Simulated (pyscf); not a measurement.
Single points on ωB97X-D3(BJ)/def2-SVP structures (PySCF, gas phase).

**Question.** CH₄ + :C=CH₂ [singlet] -> H₂ + H₂C=C=CH₂
Surface: singlet. Broken: C–H, C–H. Formed: H–H, C–C. Give ΔE‡ and ΔE from ωB97M-D3(BJ)/def2-TZVP, relative to the separated reactants.

**Answer.** ΔE‡ = 52.5 kcal/mol, ΔE = -31.1 kcal/mol. Zero-point energy shifts the barrier by +0.8 kcal/mol. It is a concerted two-bond exchange, with an imaginary mode of 1539i cm⁻¹. :C=CH₂ [singlet] lies 41.4 kcal/mol over its isomer HC≡CH (electronic energy, ωB97M-D3(BJ)/def2-TZVP). One saddle was located; it need not be the lowest between these sides.
